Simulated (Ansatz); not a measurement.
Write a Python script for Ansatz 0.2.0 through its Python package that makes a composite energy at a relaxed geometry of H₄Si₂, SMILES [SiH][SiH3]. Use (for the species named): B3LYP, def2-SVP basis, multiplicity 3.

```csv
atom,x (Å),y (Å),z (Å)
Si,1.4581,-0.7597,-0.2863
Si,-0.6251,0.0019,-0.0212
H,2.4117,0.2502,0.1961
H,-0.8705,0.2696,1.4038
H,-1.5809,-1.0064,-0.5030
H,-0.7933,1.2444,-0.7894
```

`h4si2_composite.py`
```python
import itertools

import ansatz
from ase.data import atomic_numbers, covalent_radii
import numpy as np

BASIS = 'def2-SVP'
FUNCTIONAL = 'b3lyp'

geometry_ang = [
    ('Si', (1.4581, -0.7597, -0.2863)),
    ('Si', (-0.6251, 0.0019, -0.0212)),
    ('H', (2.4117, 0.2502, 0.1961)),
    ('H', (-0.8705, 0.2696, 1.4038)),
    ('H', (-1.5809, -1.0064, -0.503)),
    ('H', (-0.7933, 1.2444, -0.7894)),
]
mol = ansatz.Crystal.molecule()
for symbol, xyz in geometry_ang:
    mol = mol.atom(symbol, xyz)

calc = (
    mol.calculation()
    .basis(gaussian=BASIS)
    .functional(FUNCTIONAL)
    .spin('collinear', total=2)
)
symbols = [site.symbol for site in mol.cartesian_sites]
start = np.array([site.position_ang for site in mol.cartesian_sites], dtype=float)
report = calc.relax(force_tolerance=0.01).run().report
end = np.array(report['positions_ang'])
radius = [covalent_radii[atomic_numbers[s]] for s in symbols]
span = lambda where, i, j: np.linalg.norm(where[i] - where[j])
bonded = [(i, j) for i, j in itertools.combinations(range(len(symbols)), 2) if min(span(start, i, j), span(end, i, j)) < 1.2 * (radius[i] + radius[j])]
print('pair        before    after (A)')
for i, j in bonded:
    print(f'{symbols[i]}{i}-{symbols[j]}{j}'.ljust(10), f'{span(start, i, j):8.4f} {span(end, i, j):8.4f}')

minimum = ansatz.Crystal.molecule()
for symbol, place in zip(symbols, end):
    minimum = minimum.atom(symbol, place.tolist())
at_minimum = minimum.calculation().spin('collinear', total=2)
level = lambda method, basis: at_minimum.basis(gaussian=basis).correlation(method).run().report
small, large, cluster = level('mp2', 'cc-pVDZ'), level('mp2', 'cc-pVTZ'), level('ccsd_t', 'cc-pVDZ')
corr = lambda each: (each['free_energy_ev'] - each['reference_energy_ev']) / 27.211386246
mp2_limit = (27 * corr(large) - 8 * corr(small)) / 19
pieces = {'HF / cc-pVTZ': large['reference_energy_ev'] / 27.211386246, 'MP2 correlation, DZ-TZ limit': mp2_limit, 'CCSD(T) - MP2 / cc-pVDZ': corr(cluster) - corr(small)}
for name, value in pieces.items():
    print(f'{name:32s} {value:14.6f} Ha')
print(f'{"sum":32s} {sum(pieces.values()):14.6f} Ha')
print('T1 diagnostic', round(cluster['correlation']['coupled_cluster']['t1_diagnostic'], 4))
```

```console
$ python h4si2_composite.py
pair        before    after (A)
Si0-Si1      2.2338   2.3388
Si0-H2       1.4704   1.4999
Si1-H3       1.4705   1.4951
Si1-H4       1.4705   1.4909
Si1-H5       1.4705   1.4951
HF / cc-pVTZ                        -580.145341 Ha
MP2 correlation, DZ-TZ limit          -0.229240 Ha
CCSD(T) - MP2 / cc-pVDZ               -0.048898 Ha
sum                                 -580.423479 Ha
T1 diagnostic 0.0159
```

Total energies depend on the basis set; only differences at equal settings carry meaning. The sum leaves out core correlation, relativity, the Hartree-Fock basis error and zero-point energy; a DZ-TZ extrapolation is rough. The species is open-shell (spin multiplicity 3). b3lyp holds the VWN-RPA fit, as in Gaussian; the form of ORCA and Turbomole is b3lyp5. Inner cores stay frozen, so this is valence correlation. For Al to Cl the sets with a tight d function, cc-pV(X+d)Z, are usual. Finished in 15 s on 1 thread of Arm Neoverse V2, on a shared host, peak memory 0.27 GiB.

(Lines on the test bed's own set-up are left out of the output.)
